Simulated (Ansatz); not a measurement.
Run this with Ansatz 0.2.0 through its Python package and show what comes out.

Script `cas.py`:
```python
# -*- coding: utf-8 -*-
import ansatz
from ase import Atoms


def main():
    atoms = Atoms(['F', 'Cl'], positions=[
        [0.853, 0.0, 0.0],
        [-0.853, 0.0, 0.0],
    ])
    geometry = ansatz.Crystal.molecule_from_ase(atoms)

    job = (
        geometry.calculation()
        .basis(gaussian='cc-pVDZ')
        .correlation(active_electrons=4, active_orbitals=4)
    )
    for method in [None, 'sc_nevpt2']:
        report = (job if method is None else job.correlation(method)).run(threads=1, pin='off').report
        space = report['configurations']
        state = space['states'][0]
        print(method or 'casscf', f'total {report["free_energy_ev"] / 27.211386246:.6f} Ha, active-space state {state["energy"]["hartree"]:.6f} Ha, mean field {report["reference_energy_ev"] / 27.211386246:.6f} Ha')
        print('  determinants', state['n_determinants'], ' natural occupations', [round(n, 3) for n in space['natural_occupations']])


if __name__ == '__main__':
    main()
```

```console
$ python cas.py
casscf total -558.908265 Ha, active-space state -558.908265 Ha, mean field -558.840771 Ha
  determinants 36  natural occupations [1.987, 1.934, 0.067, 0.012]
Warning: the results are in doubt because another end's mean lies 1.085 eV lower, and its corrected mean 0.138 eV higher
RunWarning: the results are in doubt because another end's mean lies 1.085 eV lower, and its corrected mean 0.138 eV higher
sc_nevpt2 total -559.168780 Ha, active-space state -558.868406 Ha, mean field -558.840771 Ha
  determinants 12  natural occupations [1.988, 1.988, 0.012, 0.012]
```
(Warnings from the package without file and line.)

Caveats:
- The settings weren't tested for convergence.
- The geometry is a force-field or estimated start, not a minimum of this method, and the basis set is short of its limit. The active space starts as a window about the frontier orbitals and is then optimised, not chosen by chemistry.
- A lower CASSCF solution was found and passed over, so the printed active-space state isn't the lowest.
- It ran for 3.3 s on 1 thread of Intel(R) Xeon(R) Platinum 8375C CPU @ 2.90GHz (Ice Lake), on a shared host, peak memory 0.16 GiB.

(A comment or docstring line of the script was reworded after the run, the code is as it ran; lines on the test bed's own set-up are left out of the output.)
